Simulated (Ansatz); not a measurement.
Solid iodine, treated with PBE0-D3(BJ) (PAW; Ansatz, a first-principles code).

Input:

Ansatz 0.2 input:
```yaml
crystal:
  lattice:
    - [2.2648781517, -3.5339381562, 0.0]
    - [2.2648781517, 3.5339381562, 0.0]
    - [0.0, 0.0, 9.5750165038]
  atoms:
    - { symbol: I, position: [0.8420515308, 0.8420515308, 0.8809907338] }
    - { symbol: I, position: [0.6579484692, 0.6579484692, 0.3809907338] }
    - { symbol: I, position: [0.3420515308, 0.3420515308, 0.6190092662] }
    - { symbol: I, position: [0.1579484692, 0.1579484692, 0.1190092662] }
basis:
  ecutwfc: 460
  ecutrho_ratio: 4
  xc_grid: 2
kpoints:
  mp_grid: { grid: [6, 6, 4] }
hamiltonian:
  xc: pbe0
  dispersion: d3bj
  pseudopotentials: { kind: paw }
scf:
  occupations: { method: fermi_dirac, width: 0.01 }
output:
  forces: true
  stress: true
  eigenvalues: true
relax:
  f_tol: 0.01
  escape_saddle: false
  max_steps: 80
  cell: { stress_tol: 0.05, fix: [volume] }
```

From the output:

```
Relaxation: its limit of steps is 80 (relax.max_steps)
Crystal: 4 atoms, lattice volume = 153.276 Å³
Basis set: ecut = 460 eV, 3435 PW (Γ), exchange–correlation on 60×60×144 points (8 copies of the dense FFT grid, shifted against one another)
Bands: 41, of which v1, the nominal top of the filled ones, is band 34 counted from 1 (33 counted from 0)
Symmetry: 8 space group operations
Space group: Cmce (ITA 64), of the structure as read, at distance tolerance 5.4e-5 Å
k-points: 39 of 144
Functional: x = pbe(κ = 0.804, μ = 0.2195149727645171), c = pbe(β = 0.06672455060314922), warm-up for x = 0.75 pbe(κ = 0.804, μ = 0.2195149727645171) + 0.25 exact, c = pbe(β = 0.06672455060314922)
SCF iter   1: F=—  HF=-30052.833282 eV  |F-HF|=—  |Δ(HF+E_count)|=         —  Δρ=1.29e-3  dr2=1.95e-3
SCF iter   2: F=—  HF=-30052.834994 eV  |F-HF|=—  |Δ(HF+E_count)|=   1.71e-3  Δρ=5.88e-4  dr2=2.98e-4
  ...
SCF 1 converged in 8 iterations: F = -30052.835345 eV  dr2 = 3.71e-11
Crystal: 4 atoms, lattice volume = 153.276 Å³
Initial density: handed on by an earlier stage of this run
Functional: x = 0.75 pbe(κ = 0.804, μ = 0.2195149727645171) + 0.25 exact, c = pbe(β = 0.06672455060314922)
  ...
SCF 11 converged in 8 iterations: F = -30067.788362 eV  dr2 = 1.27e-11
Crystal: 4 atoms, lattice volume = 153.276 Å³
SCF 12 converged in 2 iterations: F = -30067.788362 eV  dr2 = 1.58e-12
Crystal: 4 atoms, lattice volume = 153.276 Å³
Basis set: ecut = 460 eV, 3431 PW (Γ), exchange–correlation on 60×60×144 points (8 copies of the dense FFT grid, shifted against one another)
Crystal: 4 atoms, lattice volume = 153.276 Å³
Crystal: 4 atoms, lattice volume = 153.276 Å³
SCF 15 converged in 3 iterations: F = -30067.788383 eV  dr2 = 7.44e-12
Crystal: 4 atoms, lattice volume = 153.276 Å³
SCF 16 converged in 6 iterations: F = -30067.788433 eV  dr2 = 1.71e-11
Crystal: 4 atoms, lattice volume = 153.276 Å³
SCF iter   1: F=—  HF=-30067.788433 eV  |F-HF|=—  |Δ(HF+E_count)|=         —  Δρ=2.41e-7  dr2=4.85e-11
SCF iter   2: F=-30067.788433 eV  HF=-30067.788433 eV  |F-HF|=0.00e0  |Δ(HF+E_count)|=  1.46e-11  Δρ=7.71e-8  dr2=1.34e-11
SCF 17 converged in 2 iterations: F = -30067.788433 eV  dr2 = 1.34e-11
Free energy (F): -30067.788433 eV
Internal energy: -30067.788433 eV  (E = F + TS)
E sigma→0 (E₀):  -30067.788433 eV
Fermi energy:    6.589270 eV
--- Forces (eV/Å), atoms counted from 1 ---
  atom   1  I     -0.00018800     0.00000000     0.00012875
  atom   2  I      0.00018800     0.00000000     0.00012875
  atom   3  I     -0.00018800     0.00000000    -0.00012875
  atom   4  I      0.00018800     0.00000000    -0.00012875
--- Stress (GPa, compression-positive) ---
        0.347054       0.000000       0.000000
        0.000000       0.339916       0.000000
        0.000000       0.000000       0.346757
  P = ⅓ Tr σ = 0.3446 GPa (3.446 kbar)
```

The cell is one volume of an energy–volume scan, off the minimum.

The PAW data were made under PBE.

The result took roughly 28 core-minutes.
